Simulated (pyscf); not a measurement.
Four-centre exchange: HO–SiH₂–F + H₂ -> HO–SiH₂–F + H₂

Gas phase, singlet surface, charge 0. Bonds broken: O1–H4, H7–H8. Bonds formed: O1–H7, H4–H8. PySCF, gas phase, ωB97X-D3(BJ)/def2-SVP geometries.

Transition state (Å):

```xyz
8

O     -0.9961     0.7523    -0.7083
Si    -0.5068    -0.1327     0.6029
F     -0.0390    -1.6147     0.1196
H     -1.5887     0.4444    -1.8319
H     -1.6413    -0.3121     1.5411
H      0.6660     0.5149     1.2388
H     -0.6233     0.7878    -1.9606
H     -1.1986     0.5430    -2.7853
```

One imaginary mode, 2747i cm⁻¹; descent along it reached the two sides named.

| bond | change | reactant side (Å) | saddle | product side |
|---|---|---|---|---|
| O1–H4 | breaks | 0.965 | 1.307 | 3.2 |
| H7–H8 | breaks | 0.760 | 1.035 | 2.099 |
| O1–H7 | forms | 3.1 | 1.307 | 0.964 |
| H4–H8 | forms | 2.088 | 1.035 | 0.761 |

Electronic energies relative to the separated reactants (kJ/mol):

| level | barrier | reaction energy | reverse barrier |
|---|---|---|---|
| ωB97X-D3(BJ)/def2-TZVP | 290.6 | 0.0 | 290.6 |
| PBE/def2-TZVP | 248.8 | 0.0 | 248.8 |
| r²SCAN/def2-TZVP | 269.6 | 0.0 | 269.6 |
| B3LYP-D3(BJ)/def2-TZVP | 278.3 | 0.0 | 278.3 |
| PBE0-D3(BJ)/def2-TZVP | 271.0 | 0.0 | 271.0 |
| M06-2X/def2-TZVP | 297.3 | 0.0 | 297.3 |
| ωB97M-D3(BJ)/def2-TZVP | 284.7 | 0.0 | 284.7 |
| HF/def2-TZVP | 374.2 | 0.0 | 374.2 |

With ωB97M-D3(BJ)/def2-TZVP energies and thermal terms (ideal gas, 1 atm, RRHO with modes under 100 cm⁻¹ raised to 100, one conformer, R ln 2 for chiral ones without a mode under 150 cm⁻¹), in kJ/mol:

| T (K) | ΔH‡ | ΔG‡ | ΔH | ΔG |
|---|---|---|---|---|
| 298 | 279.2 | 313.3 | 0.0 | 0.0 |
| 600 | 275.9 | 349.3 | 0.0 | 0.0 |
| 900 | 275.4 | 386.2 | 0.0 | 0.0 |
| 1200 | 276.7 | 423.0 | 0.0 | 0.0 |

The same reactants have a lower exit, to F–SiH₃ + H₂O (barrier +214.1 kJ/mol at ωB97M-D3(BJ)/def2-TZVP, against +284.7 kJ/mol here). Another saddle between the same species, by other bonds, lies lower (253.9 kJ/mol against 284.7 kJ/mol at ωB97M-D3(BJ)/def2-TZVP).
